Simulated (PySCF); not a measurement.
Glycolamide, C2H5NO2.
Structure used (PBE0-D3(BJ)/def2-TZVP), in Å, numbered top down from 1:
```
atom  x, y, z in Å
N1     1.3596   -0.0987   -0.7988
C2     0.2881    0.4555   -0.1999
O3     0.0861    1.6538   -0.1581
C4    -0.6996   -0.5008    0.4473
O5    -1.7531    0.2119    1.0035
H6     1.5032   -1.0917   -0.8099
H7     2.0407    0.5008   -1.2311
H8    -0.1711   -1.0867    1.2132
H9    -1.0598   -1.2068   -0.3140
H10   -1.5425    1.1438    0.8236
```

Level: wB97X-D/pcSseg-2 in PySCF, non-relativistic, on one gas-phase PBE0-D3(BJ)/def2-TZVP geometry that isn't relaxed in the solvent. The solvent is an IEF-PCM continuum (Bondi radii, 1.10 Å for H, scaled by 1.2). The model holds no explicit solvent molecules, cavitation or dispersion.

Gas phase at wB97X-D/pcSseg-2: HOMO -9.83 eV, LUMO 1.81 eV, dipole 4.52 D.

Task: What does the continuum do to the energy, the frontier levels and the dipole at wB97X-D/pcSseg-2 in chloroform?

Result: 
```tsv
solvent	ε	E(solvent) − E(gas) (kJ/mol)	polarisation term (kJ/mol)	distortion of the solute (kJ/mol)	HOMO (eV)	LUMO (eV)	dipole (D)
chloroform	4.711	-33.41	-38.16	4.75	-9.81	2.28	5.48
```

The polarisation term is half the interaction of the solute with the surface charges that it induces; the rest is the cost of distorting the solute's density. The sum is the electrostatic part of solvation alone.

Task: Which radius a makes the point-dipole formula ΔE = −[(ε − 1)/(2ε + 1)]·μ²/a³ give the value in chloroform, with the gas-phase dipole?

Result: μ = 1.780 au and |ΔE| = 0.01272 Eh give a = 2.36 Å; the farthest nucleus lies 2.43 Å from the centroid of the nuclei, so such a sphere wouldn't even hold the nuclei. The formula assumes a rigid point dipole at the centre of a sphere.

Task: Give the dipole vector in the frame of the coordinates (D, pointing from negative to positive charge), gas and chloroform.

Result: Gas (3.11, -2.87, -1.59), solvent (3.69, -3.58, -1.88). Its length changes by +21 % and its direction by 1°.

wB97X-D is run here without its empirical dispersion term; that term would change no orbital, density or response property at a fixed geometry.
